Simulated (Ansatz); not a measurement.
The input (input.yaml):

```yaml
crystal:
  periodic: [false, false, false]
  atoms:
    - { symbol: B, position_ang: [-0.1083, -0.4382, -0.1438] }
    - { symbol: H, position_ang: [-1.0842, 0.6868, 0.1206] }
    - { symbol: H, position_ang: [-0.0608, -0.6483, -1.285] }
    - { symbol: H, position_ang: [-0.2333, -1.2518, 0.6754] }
    - { symbol: H, position_ang: [-0.1324, 0.8858, 0.2534] }
    - { symbol: Cl, position_ang: [1.619, 0.7657, 0.3794] }
magnetization:
  spin_polarized: true
basis:
  gaussian: { orbitals: def2-SVP }
hamiltonian:
  xc: b3lyp
  dispersion: d4
md:
  timestep: 0.5
  n_steps: 150
  ensemble: nve
  temperature: 600.0
  initial_velocities: maxwell_boltzmann
  seed: 171440
```

Launched with:

```bash
$ ansatz run input.yaml --threads 1 --pin off --max-ram 2048MiB --backend cpu --events-out ev --progress --plain --runs-dir out
```

Hardware: 1 thread of Intel(R) Xeon(R) Processor @ 2.50GHz (Skylake/Cascade Lake) (shared host).

Q: Roughly how long does this run take, and how much memory?

A: 8.5 min, with a peak of 0.12 GiB, for 151 ionic steps.
